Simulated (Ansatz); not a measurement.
Program: Ansatz. Geometries: PBE0-D4/def2-TZVP. ΔE: electronic, gas phase. CCSD(T)/CBS adds triple-zeta CCSD(T) − MP2 to the extrapolated MP2 energy (def2 sets, frozen cores). This one scheme is used for every species. DFT in def2-TZVPP. One conformer a species, not always the lowest.

Reaction (formal hydrolysis of a C–F bond): `C/N=C(/O)F` + H₂O → `CN=C(O)O` + H–F

Question: Is it downhill or uphill in electronic energy at CCSD(T)/CBS, and by how much? (An estimate is asked.)

Answer: Ansatz gave: Downhill: ΔE = -4.0 kcal/mol.

Question: What do these levels give: PBE-D4, r2SCAN-D4, B2PLYP, PBE, CCSD(T)/def2-TZVPP, MP2/CBS(def2)? (An estimate is asked.)

Answer: Computed: PBE-D4 -3.1, r2SCAN-D4 -2.9, B2PLYP -2.7, PBE -2.6, CCSD(T)/def2-TZVPP -3.8, MP2/CBS(def2) -5.0 kcal/mol.

Largest T1 diagnostic among the species: 0.013.

In def2-TZVPP, CCSD(T) changes the Hartree–Fock value by −2.1 kcal/mol (the triples alone add −0.3 kcal/mol) and MP2 by −3.2 kcal/mol. The D4 term adds −0.9 kcal/mol with B3LYP and −0.4 kcal/mol with PBE0; it sums over pairs of atoms, weighted by their polarisabilities, and B3LYP, whose exchange is more repulsive, gets the larger term.

B3LYP here is the variant with VWN-RPA as its local correlation; programs differ in this.
